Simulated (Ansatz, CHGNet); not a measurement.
For rutile TiO₂, the machine-learned potential CHGNet-r²SCAN (trained on r²SCAN data) gives:

lattice parameter a: 4.604 Å
lattice parameter c: 2.953 Å

Q: What does Hartree–Fock (Ansatz, a quantum-chemistry and plane-wave program, PAW) give for the same quantities?

A: 
- lattice constant a: 4.562 Å (decreases by 0.9 %)
- lattice parameter c: 2.970 Å (goes up by 0.6 %)

For comparison: lattice constant a 4.587 Å (measured, 15 K, zero-point motion not removed; as tabulated in Burdett, Hughbanks, Miller, Richardson, Smith, powder neutron diffraction …); lattice parameter c 2.954 Å (measured, 15 K, zero-point motion not removed; as tabulated in Burdett, Hughbanks, Miller, Richardson, Smith, powder neutron diffraction …).

Changes are worked out from the printed values.

Unless a cell is named, each level is at its own relaxed cell (CHGNet-r²SCAN 10.43, Hartree–Fock 10.30 Å³/atom).

Ansatz's density-functional and Hartree–Fock values are scalar-relativistic unless marked +SOC, with PAW data made under PBE.
